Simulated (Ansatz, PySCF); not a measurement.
Species: C₂H₆N, charge 0, doublet. C2H6N (SMILES C[CH]N, doublet).
B3LYP-D3(BJ)/def2-TZVP minimum from Ansatz (a first-principles code):
```xyz
9

C      1.2289    -0.2653    -0.0845
C     -0.0679     0.1514     0.5104
N     -1.1869     0.1736    -0.3274
H      1.5845     0.4305    -0.8614
H      2.0033    -0.3268     0.6805
H      1.1541    -1.2515    -0.5578
H     -0.0803     0.8891     1.3029
H     -2.0677     0.3344     0.1386
H     -1.2520    -0.6074    -0.9664
```
Charge 0, spin multiplicity 2.

Atomisation energy term by term, kcal/mol (programs: Ansatz). UHF or UKS for unpaired electrons; spin-orbit terms are left out. Correlated methods leave the cores frozen. Rows without X2C or -DK are non-relativistic. CBS(X,Y): correlation extrapolated as X^-3, Hartree-Fock from the larger set. A bracket is a step between two methods taken in the basis named. 'core' is core correlation in cc-pwCVTZ, 'X2C' scalar relativity in cc-pVTZ-DK, both at CCSD(T). For partners of very few electrons the exact lower level stands in for a higher one.

```json
[
 {"term": "Hartree-Fock", "basis": "cc-pVQZ", "kcal/mol": "566.68"},
 {"term": "CCSD correlation", "basis": "CBS(cc-pVTZ,cc-pVQZ)", "kcal/mol": "199.81"},
 {"term": "(T)", "basis": "CBS(cc-pVTZ,cc-pVQZ)", "kcal/mol": "10.75"},
 {"term": "CCSDT(Q) - CCSD(T)", "basis": "cc-pVDZ", "kcal/mol": "0.53"},
 {"term": "core correlation", "basis": "cc-pwCVTZ", "kcal/mol": "2.96"},
 {"term": "scalar relativity", "basis": "X2C, cc-pVTZ-DK", "kcal/mol": "-0.65"},
 {"term": "minus zero-point energy", "basis": "Hessian by PySCF at B3LYP-D3(BJ)/def2-TZVP", "kcal/mol": "-49.19"},
 {"term": "sum: D0", "basis": "", "kcal/mol": "730.9"}
]
```
